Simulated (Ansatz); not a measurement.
Isolated molecules relaxed with PBE0-D4/def2-TZVP in Ansatz; ΔE leaves out vibrations. CCSD(T)/CBS is the MP2 limit (def2-TZVPP, def2-QZVPP) plus CCSD(T) − MP2 in def2-TZVPP, frozen cores. Functionals use def2-TZVPP. B3LYP here is the variant with VWN-RPA as its local correlation; programs differ in this. Each species was taken in one conformer, which may not be the lowest.

`C=CC(F)S` → `CC(=S)CF`  (isomerisation)

`C=CC(F)S`:

Z-matrix (Å, degrees):
```
C
C 1 1.488
S 1 1.808 2 111.8
F 1 1.375 2 111.0 3 -124.8
H 1 1.096 2 111.0 3 115.9
C 2 1.324 1 124.0 3 117.7
H 2 1.085 1 114.6 3 -61.4
H 3 1.343 1 95.7 2 -44.4
H 6 1.083 2 121.4 1 1.1
H 6 1.083 2 120.8 1 -179.1
```

`CC(=S)CF`:

```xyz
10

C     0.917    0.053   -0.907
C     0.387   -0.110    0.471
S     1.295   -0.396    1.778
C    -1.102    0.007    0.635
F    -1.749    0.246   -0.560
H     0.459   -0.687   -1.572
H     2.000   -0.048   -0.919
H     0.623    1.029   -1.306
H    -1.332    0.827    1.321
H    -1.497   -0.920    1.061
```

```tsv
level	ΔE (kcal/mol)	difference from CCSD(T)/CBS
PBE0-D4	-4.5	-0.5
B3LYP-D4	-4.2	-0.2
ωB97X-V	-3.8	0.2
ωB97M-V	-3.7	0.3
B2PLYP	-4.9	-0.9
PBE	-4.9	-0.9
r2SCAN	-5.0	-1.0
PBE0	-4.6	-0.6
B3LYP	-4.3	-0.3
HF/def2-TZVPP	-3.1	0.9
MP2/def2-TZVPP	-5.4	-1.4
SCS-MP2/def2-TZVPP	-4.6	-0.6
CCSD/def2-TZVPP	-3.7	0.3
MP2/def2-QZVPP	-5.2	-1.2
SCS-MP2/def2-QZVPP	-4.5	-0.5
HF/CBS(def2)	-3.1	0.9
CCSD(T)/CBS	-4.0	0
```

Largest T1 diagnostic among the species: 0.015.

In def2-TZVPP, CCSD(T) changes the Hartree–Fock value by −1.2 kcal/mol (the triples alone add −0.6 kcal/mol) and MP2 by −2.3 kcal/mol.
